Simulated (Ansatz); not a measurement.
`[MgH][O][SiH3]` → `[OH][MgH]` + `[SiH2]` at 500 K and 1 bar (silylene loss).

Computed with Ansatz on PBE0-D4/def2-TZVP structures; ΔE is electronic, products minus reactants. CBS: MP2 limit from def2 TZ/QZ plus the TZ coupled-cluster correction, frozen cores. This one scheme is used for every species. For Mg outer-core shells are correlated without core-valence functions, which leaves a few kJ/mol of doubt a bond.

```json
{"species": "`[MgH][O][SiH3]`", "CCSD(T)/CBS energy (Eh)": "-566.62487", "H − E (kJ/mol)": "126.3", "S (J/(mol·K))": "350.0"}
{"species": "`[OH][MgH]`", "CCSD(T)/CBS energy (Eh)": "-276.29839", "H − E (kJ/mol)": "72.2", "S (J/(mol·K))": "285.7"}
{"species": "`[SiH2]`", "CCSD(T)/CBS energy (Eh)": "-290.19011", "H − E (kJ/mol)": "48.0", "S (J/(mol·K))": "226.5"}
```

H − E and S are ideal-gas, rigid-rotor, harmonic terms from PBE0-D4/def2-TZVP. 1 Eh = 2625.50 kJ/mol, R = 8.31446 J/(mol·K).

Problem. By hand: ΔE, ΔH, ΔS and ΔG.

Solution. ΔE = (-276.29839) + (-290.19011) − (-566.62487) = 0.13637 Eh = 358.0 kJ/mol. Δ(H − E) = 72.2 + 48.0 − 126.3 = -6.1, so ΔH = 351.9 kJ/mol. ΔS = 285.7 + 226.5 − 350.0 = 162.2 J/(mol·K). ΔG = 351.9 − 500 × (162.2)/1000 = 270.8 kJ/mol.

Problem. By hand: the equilibrium constant, and the temperature at which ΔG would vanish if ΔH and ΔS stayed fixed.

Solution. log₁₀ K = −ΔG/(RT ln 10) = -28.3. ΔG = 0 at ΔH/ΔS = 2170 K.

The number of gas molecules changes by +1, which sets the sign of ΔS. A doubt of 5 kJ/mol in ΔE shifts log₁₀ K by 0.5 here. These are equilibria of isolated gas molecules and say nothing of rates. Largest T1 diagnostic: 0.014 (customary marks: 0.02 for closed shells, 0.045 for open ones).
